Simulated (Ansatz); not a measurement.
Reactions of C₃H₃FS, SMILES `FC=C1CS1`.

Isolated molecules relaxed with PBE0-D4/def2-TZVP in Ansatz; ΔE leaves out vibrations. CBS: MP2 limit from def2 TZ/QZ plus the TZ coupled-cluster correction, frozen cores. This one scheme is used for every species, atoms too. Double bonds are as drawn, so ΔE can hold a change between cis and trans. Functionals use def2-TZVPP. Open shells (•) are unrestricted, without spin–orbit coupling. Spin–orbit coupling would lower the free atoms: a little for C, F, S. Each species was taken in one conformer, which may not be the lowest.

| reaction | CCSD(T)/CBS(def2) (kJ/mol) |
| --- | --- |
| `F/C=C1\CS1` → 3 C• + F• + 3 H• + S• | 3228 |
| `F/C=C1\CS1` + H₂ → `C=C1CS1` + H–F | -117 |
| `F/C=C1\CS1` → `C=C1SC1F` | ? |
| `F/C=C1\CS1` → `FCC1=CS1` | 94 |
| `F/C=C1\CS1` → `FC1C=C1S` | 58 |
| `F/C=C1\CS1` → `FCC=C=S` | ? |

Question: Fill in the missing values. (Estimate.)

Answer: The calculation gave: `F/C=C1\CS1` → `C=C1SC1F`: -9.2 kJ/mol; `F/C=C1\CS1` → `FCC=C=S`: -32.5 kJ/mol.

Largest T1 diagnostic: 0.015, for `FCC=C=S`.
